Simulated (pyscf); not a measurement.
Optimised with ωB97X-D3(BJ)/def2-SVP in PySCF.

Question: How much does it cost (ΔH, 298 K, ωB97M-D3(BJ)/def2-TZVP) to split H₂N–Hf(NH₂)(NH₂)–SH at its Hf–S bond into [H₂N–Hf(NH₂)–NH₂]• + SH•?

Answer: Hf–S to [H₂N–Hf(NH₂)–NH₂]• + SH•: 403.0 kJ/mol. The 7 functionals that were run give +390.1 (PBE) to +439.8 kJ/mol (ωB97X-D3(BJ)/def2-TZVP). The radicals are drawn with the spin at the cut bond; how far it spreads was not checked. Other isomers of [H₂N–Hf(NH₂)–NH₂]• were not searched in full and may lie lower. Left out: the spin-orbit lowering of SH. Open-shell species with a d-block atom are single-reference here; other states, and whether the spin sits on metal or ligand, were not checked. Elements past Kr carry the def2 core potentials, without spin-orbit coupling.
